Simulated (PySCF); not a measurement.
A structure optimised at B3LYP-D3(BJ)/def2-TZVPD, used in a PySCF frequency run:

```xyz
2

N      0.0000     0.0000    -0.5454
N      0.0000     0.0000     0.5454
```
Charge 0, spin multiplicity 1.

**Question.** Write its SMILES, formula and point group.

**Answer.** N#N, N2, D∞h

**Question.** What are its rotational constants (standard atomic weights)?

**Answer.** 60.648 GHz (linear rotor, B only)
